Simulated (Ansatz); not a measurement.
O₂S, SMILES `O=S=O`, relaxed with RKS PBE0-D4/def2-TZVP in Ansatz 0.2.0 from a GFN2-xTB geometry. The force threshold is 0.005 eV/Å; the program also tests the step.

Total charge 0; spin multiplicity 1.

Start:

```xyz
3

O     0.406   -0.742    0.912
S     0.368    0.344   -0.023
O    -0.774    0.399   -0.889
```

| step | energy (eV) | largest force (eV/Å) | largest move (Å) |
| --- | --- | --- | --- |
| 1 | -14923.0499 | 0.516 | 0.000 |
| 2 | -14923.0546 | 0.380 | 0.005 |
| 3 | -14923.0606 | 0.022 | 0.015 |
| 4 | -14923.0607 | 0.002 | 0.001 |

End:

```xyz
3

O     0.420   -0.742    0.922
S     0.354    0.331   -0.022
O    -0.774    0.412   -0.900
```

It took 8 s on 2 threads of a server CPU on a shared host, with 0.35 GiB of host memory at the peak.
